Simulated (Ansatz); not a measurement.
# AlClHO radical: up Jacob's ladder to CCSD(T)

Aim: compute AlClHO radical with functionals from several rungs and with coupled cluster. The yardstick is the atomisation energy at the CCSD(T) limit.

Method: functionals in def2-TZVPP, the program's frozen cores in correlated methods; program: Ansatz 0.2.0, Gaussian basis.

The runs, in order: LDA (SPW92), PBE-D4, revPBE-D4, BLYP-D4, r2SCAN-D4, B97M-V, PBE0-D4, B3LYP-D4, r2SCANh-D4, r2SCAN0-D4, HSE06-D4, BHLYP-D4, CAM-B3LYP-D4, LC-ωPBE, ωB97X-V, ωB97M-V, B2PLYP, PBE-QIDH; CCSD(T)/def2-SVP; CCSD(T)/def2-TZVPP; MP2/def2-QZVPP; extrapolation to the limit; RPA on PBE.

## (1) Structure used throughout

The geometry comes from an earlier relaxation with PBE0-D4 in a triple-zeta def2 set; it is a stationary point.

SMILES `[O][AlH][Cl]`, 4 atoms, charge 0, spin multiplicity 2.

Atoms are counted from 1 here; the program's logs count them from 0.

Bond lengths: O1–Al2 1.729 Å, Al2–Cl3 2.081 Å, Al2–H4 1.566 Å. Angles: O1–Al2–Cl3 116.2°, O1–Al2–H4 118.8°, Cl3–Al2–H4 125.0°.

## (2) LDA

This LDA is Slater exchange with PW92 correlation.

Input file in.yaml:

```yaml
crystal:
  periodic: [false, false, false]
  atoms:
    - {symbol: O, position_ang: [0.290638, -1.035926, 1.350607]}
    - {symbol: Al, position_ang: [0.118421, 0.049009, 0.015597]}
    - {symbol: Cl, position_ang: [-1.573206, -0.210557, -1.168755]}
    - {symbol: H, position_ang: [1.219745, 1.137275, -0.217849]}
basis:
  gaussian: {orbitals: def2-TZVPP}
magnetization: {spin_polarized: true, initial_magnetization: 1}
hamiltonian: {xc: lda}
output: {orbitals: {seedname: orbitals}}
```

After this run come: PBE-D4 (GGA); revPBE-D4 (GGA); BLYP-D4 (GGA); r2SCAN-D4 (meta-GGA); B97M-V (meta-GGA); PBE0-D4 (hybrid); B3LYP-D4 (hybrid); r2SCANh-D4 (hybrid); r2SCAN0-D4 (hybrid); HSE06-D4 (hybrid); BHLYP-D4 (hybrid); CAM-B3LYP-D4 (range-separated); LC-ωPBE-D4 (range-separated); ωB97X-V (range-separated); ωB97M-V (range-separated); B2PLYP (double hybrid); PBE-QIDH (double hybrid); CCSD(T) in def2-SVP; CCSD(T) in def2-TZVPP; MP2 in def2-QZVPP; RPA on PBE orbitals.

Q: Predict the results of all the runs planned. Wanted: atomisation energy, CCSD(T)/CBS; farthest beyond LDA; mean size of error, GGA; mean size of error, meta-GGA; mean size of error, hybrid; mean size of error, range-separated; mean size of error, double hybrid; gap, smallest and largest; T1 diagnostic.

**Answer**, as computed:

| quantity | value |
| --- | --- |
| atomisation energy, CCSD(T)/CBS | 1137.5 kJ/mol |
| functionals within 5.7 kJ/mol (0.5 %) | PBE-D4, CAM-B3LYP-D4, ωB97M-V |
| farthest beyond LDA | BHLYP-D4 (-44.8 kJ/mol) |
| mean size of error, GGA | 13.8 kJ/mol |
| mean size of error, meta-GGA | 25.1 kJ/mol |
| mean size of error, hybrid | 19.6 kJ/mol |
| mean size of error, range-separated | 6.0 kJ/mol |
| mean size of error, double hybrid | 21.4 kJ/mol |
| gap, smallest and largest | 0.47 eV (LDA (SPW92)), 10.20 eV (LC-ωPBE) |
| T1 diagnostic | 0.0131 |
| triples share of the correlation energy | 3.4 % |

**Reading.** The LDA atomisation energy is off by 140.8 kJ/mol (12 %): it overbinds. PBE-D4 is off by +4.9 kJ/mol. Double hybrids carry the basis error of their MP2 part in triple zeta, and no dispersion term here, so their miss is partly the set-up's. Taken by rung, range-separated functionals do best (6.0 kJ/mol on average) and meta-GGA ones worst beyond LDA (25.1 kJ/mol). The reference freezes the cores and leaves out relativity and excitations past (T), so misses under about 5.7 kJ/mol can't be ranked. Hartree-Fock recovers 74 % of the binding; the rest is correlation. CCSD(T) in def2-SVP is off by -98.1 kJ/mol, which most functionals beat. The gap grows from 0.5 to 10.2 eV across the functionals, mostly with the share of exact exchange.
